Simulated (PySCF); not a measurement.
BF3, SMILES FB(F)F. Atoms are numbered in the order given.

```xyz
4

B      0.0000     0.0000     0.0000
F     -1.3156     0.0000     0.0000
F      0.6578     1.1394     0.0000
F      0.6578    -1.1394     0.0000
```
Charge 0, spin multiplicity 1.

Geometry: B3LYP-D3(BJ)/def2-TZVP. The isomer is the one that the SMILES or the coordinates give; other isomers of the formula were not compared.

Level of theory: PySCF with CAM-B3LYP/def2-TZVPD.

Mulliken values depend strongly on the basis, most of all with diffuse functions as here. ESP charges are fitted to the potential on shells at 1.4 to 2.0 van der Waals radii. Atomic charges (e):

```csv
atom,ESP fit,meta-Löwdin,Mulliken
B1,0.91,0.89,0.64
F2,-0.30,-0.30,-0.21
F3,-0.30,-0.30,-0.21
F4,-0.30,-0.30,-0.21
```
